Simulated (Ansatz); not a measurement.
**FH₂SSi− (SMILES F[SiH2][S-]): single points off equilibrium**

Aim: energy, forces and dipole at a structure displaced at random from a GFN2-xTB minimum, from CCSD(T) and from density functionals.

Method: single points in def2-TZVPPD; program: Ansatz 0.2.0, Gaussian basis.

Correlated methods freeze the cores.

### 1 Starting geometry

5 atoms, charge -1, spin multiplicity 1.

Atoms are counted from 1 here; the program's logs count them from 0.

Bond lengths: F1–Si2 1.632 Å, Si2–S3 1.924 Å, Si2–H4 1.530 Å, Si2–H5 1.369 Å. Angles: F1–Si2–S3 116.9°, F1–Si2–H4 75.7°, F1–Si2–H5 105.8°, S3–Si2–H4 127.3°, S3–Si2–H5 117.7°, H4–Si2–H5 104.9°.

Geometry (Å):

```tsv
atom	x (Å)	y (Å)	z (Å)
F1	-0.4779	-0.2468	1.4639
Si2	0.0165	0.0089	-0.0706
S3	-1.0536	1.1933	-1.1450
H4	-0.1084	-1.5117	0.0388
H5	1.3599	0.2591	0.0074
```

### 2 CCSD(T)/def2-TZVPPD

The input, run/in.yaml:

```yaml
crystal:
  periodic: [false, false, false]
  atoms:
    - {symbol: F, position_ang: [-0.477900, -0.246800, 1.463900]}
    - {symbol: Si, position_ang: [0.016500, 0.008900, -0.070600]}
    - {symbol: S, position_ang: [-1.053600, 1.193300, -1.145000]}
    - {symbol: H, position_ang: [-0.108400, -1.511700, 0.038800]}
    - {symbol: H, position_ang: [1.359900, 0.259100, 0.007400]}
basis:
  gaussian: {orbitals: "def2-TZVPPD.json"}
total_charge: -1
correlation: {method: ccsd_t}
output: {forces: true}
```

The basis file named in the input lies beside it (Basis Set Exchange, JSON).

No record of the launch command was kept for these runs.

### 3 PBE0-D4/def2-TZVPPD

Edit run/in.yaml of step 2 so:

```diff
@@ -11,3 +11,3 @@
 total_charge: -1
-correlation: {method: ccsd_t}
-output: {forces: true}
+hamiltonian: {xc: pbe0, dispersion: d4}
+output: {forces: true, orbitals: {seedname: orbitals}}
```

### 4 wB97M-V/def2-TZVPPD

Edit run/in.yaml of step 3 so:

```diff
@@ -11,3 +11,3 @@
 total_charge: -1
-hamiltonian: {xc: pbe0, dispersion: d4}
-output: {forces: true, orbitals: {seedname: orbitals}}
+hamiltonian: {xc: {name: wB97M-V}}
+output: {forces: true}
```

### 5 r2SCAN-D4/def2-TZVPPD

Edit run/in.yaml of step 4 so:

```diff
@@ -11,3 +11,3 @@
 total_charge: -1
-hamiltonian: {xc: {name: wB97M-V}}
+hamiltonian: {xc: r2scan, dispersion: d4}
 output: {forces: true}
```

### 6 PBE-D4/def2-TZVPPD

Edit run/in.yaml of step 5 so:

```diff
@@ -11,3 +11,3 @@
 total_charge: -1
-hamiltonian: {xc: r2scan, dispersion: d4}
+hamiltonian: {xc: pbe, dispersion: d4}
 output: {forces: true}
```

### 7 BHLYP-D4/def2-TZVPPD

Edit run/in.yaml of step 6 so:

```diff
@@ -11,3 +11,3 @@
 total_charge: -1
-hamiltonian: {xc: pbe, dispersion: d4}
+hamiltonian: {xc: {name: BHLYP}, dispersion: d4}
 output: {forces: true}
```

### 8 CAM-B3LYP-D4/def2-TZVPPD

Edit run/in.yaml of step 7 so:

```diff
@@ -11,3 +11,3 @@
 total_charge: -1
-hamiltonian: {xc: {name: BHLYP}, dispersion: d4}
+hamiltonian: {xc: {name: CAM-B3LYP}, dispersion: d4}
 output: {forces: true}
```

(Steps that only read results are left out.)

**Question.** What will these runs give? Wanted: RMS force component; RMS force error; HOMO and LUMO, PBE0-D4; T1 diagnostic.

The runs gave:

| quantity | value |
| --- | --- |
| RMS force component | 1.614 to 1.696 eV/Å over the methods |
| RMS force error | PBE0-D4 0.117, wB97M-V 0.104, r2SCAN-D4 0.103, PBE-D4 0.238, BHLYP-D4 0.180, CAM-B3LYP-D4 0.122 eV/Å |
| HOMO and LUMO, PBE0-D4 | -1.48 and 3.89 eV |
| T1 diagnostic | 0.012 |

What this shows: For forces r2SCAN-D4 does best and PBE-D4 worst. Frozen-core CCSD(T) forces in triple zeta carry basis errors of their own, and this is one geometry, so small gaps rank nothing.
